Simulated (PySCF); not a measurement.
CH3Cl, SMILES ClC. The structure is a stationary point at PBE-D3(BJ)/def2-TZVP.

Computed equilibrium geometry at PBE-D3(BJ)/def2-TZVP (PySCF confirms it by a frequency run) as a Z-matrix, and its point group:
point group C3v.
```
C
H 1 1.0947
H 1 1.0947 2 110.39
H 1 1.0947 2 110.39 3 -122.32
Cl 1 1.7900 2 108.54 3 118.84
```
Charge 0, spin multiplicity 1.
